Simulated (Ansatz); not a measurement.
# CH₄ClSi+ (SMILES [SiH3][CH+]Cl): single points off equilibrium

The task here is to estimate one member of a computed series from the others.

The runs use Ansatz 0.2.0, Gaussian basis; single points in def2-TZVPP.

Correlated methods freeze the cores.

**The starting structure**

SMILES `[SiH3][CH+]Cl`, 7 atoms, charge 1, spin multiplicity 1.

Atoms are counted from 1 here; the program's logs count them from 0.

Bond lengths: Si1–C2 1.877 Å, Si1–H4 1.512 Å, Si1–H5 1.511 Å, Si1–H6 1.433 Å, C2–Cl3 1.730 Å, C2–H7 1.110 Å. Angles: C2–Si1–H4 105.7°, C2–Si1–H5 101.0°, C2–Si1–H6 105.0°, H4–Si1–H5 117.1°, H4–Si1–H6 110.3°, H5–Si1–H6 115.9°, Si1–C2–Cl3 123.1°, Si1–C2–H7 124.1°, Cl3–C2–H7 112.3°.

Coordinates:

```csv
atom,x (Å),y (Å),z (Å)
Si1,-0.7108,0.4986,-0.2431
C2,0.7277,-0.6469,0.1336
Cl3,2.1570,-0.1296,0.9589
H4,-1.7957,-0.3843,-0.8185
H5,-0.0561,1.4859,-1.1808
H6,-1.1147,1.0172,1.0298
H7,0.7083,-1.7449,-0.0268
```

The first run:

run/in.yaml reads:

```yaml
crystal:
  periodic: [false, false, false]
  atoms:
    - {symbol: Si, position_ang: [-0.710800, 0.498600, -0.243100]}
    - {symbol: C, position_ang: [0.727700, -0.646900, 0.133600]}
    - {symbol: Cl, position_ang: [2.157000, -0.129600, 0.958900]}
    - {symbol: H, position_ang: [-1.795700, -0.384300, -0.818500]}
    - {symbol: H, position_ang: [-0.056100, 1.485900, -1.180800]}
    - {symbol: H, position_ang: [-1.114700, 1.017200, 1.029800]}
    - {symbol: H, position_ang: [0.708300, -1.744900, -0.026800]}
basis:
  gaussian: {orbitals: def2-TZVPP}
total_charge: 1
correlation: {method: ccsd_t}
output: {forces: true}
```

The command line of these runs was not kept.

Among the steps run: CCSD(T)/def2-TZVPP; PBE0-D4/def2-TZVPP; wB97M-V/def2-TZVPP; r2SCAN-D4/def2-TZVPP; PBE-D4/def2-TZVPP; SPW92/def2-TZVPP; wB97X-V/def2-TZVPP.

One of the session's tables, all rows but one given; the rest of the session is left out.

| method | RMS force component (eV/Å) | angle to CCSD(T) forces (°) |
| --- | --- | --- |
| CCSD(T) | 1.139 | reference |
| PBE0-D4 | 1.135 | 9.1 |
| wB97M-V | 1.189 | 4.2 |
| r2SCAN-D4 | 1.020 | 11.0 |
| PBE-D4 | ? | ? |
| SPW92 | 1.030 | 24.0 |
| wB97X-V | 1.231 | 4.8 |

Q: Estimate the row for PBE-D4 from the others.

The run gave: RMS force component (eV/Å): 0.946; angle to CCSD(T) forces (°): 15.4. In the column «RMS force component (eV/Å)» it is the lowest.
